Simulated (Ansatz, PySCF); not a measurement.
Gas-phase reaction in SMILES: Cl (HCl) → Cl (HCl) as doublet, charge +1 + e-
Each molecule is optimised on its own at B3LYP-D3(BJ)/def2-TZVP (Ansatz, an electronic-structure program).

Quantity: adiabatic ionisation energy (0 K, with B3LYP-D3(BJ) harmonic zero-point energies from PySCF), in eV. Valence correlation only, unless marked. UHF or UKS for open shells. Spin-orbit coupling is left out. No relativistic terms. CBS marks a two-point X^-3 extrapolation of the correlation energy; Hartree-Fock from the larger set (for Q and 5 zeta extrapolated as (X+1)exp(-9√X)).

Measured: 12.74 eV (CCCBDB table in ASE); it holds spin-orbit effects, which all levels lack. This is an older compilation, not checked against later work.

```tsv
level	program	adiabatic ionisation energy (eV)	error against measurement
revPBE-D3(BJ)/def2-TZVPD	Ansatz + dftd3	12.61	-0.13
revPBE/def2-TZVPD	Ansatz	12.61	-0.13
r2SCAN-D3(BJ)/def2-TZVPD	Ansatz + dftd3	12.67	-0.07
PBE0/STO-3G	Ansatz	12.09	-0.65
PBE0/6-31G*	Ansatz	12.66	-0.08
BHLYP/def2-TZVPD	Ansatz	12.55	-0.19
HSE06-D3(BJ)/def2-TZVPD	Ansatz + dftd3	12.65	-0.09
CCSD/STO-3G	Ansatz	10.99	-1.75
CCSD(T)/CBS(aug-cc-pV(T+d)Z,aug-cc-pV(Q+d)Z)	Ansatz	12.80	0.06
CCSD(T)/CBS(cc-pV(Q+d)Z,cc-pV(5+d)Z)	Ansatz	12.79	0.05
```
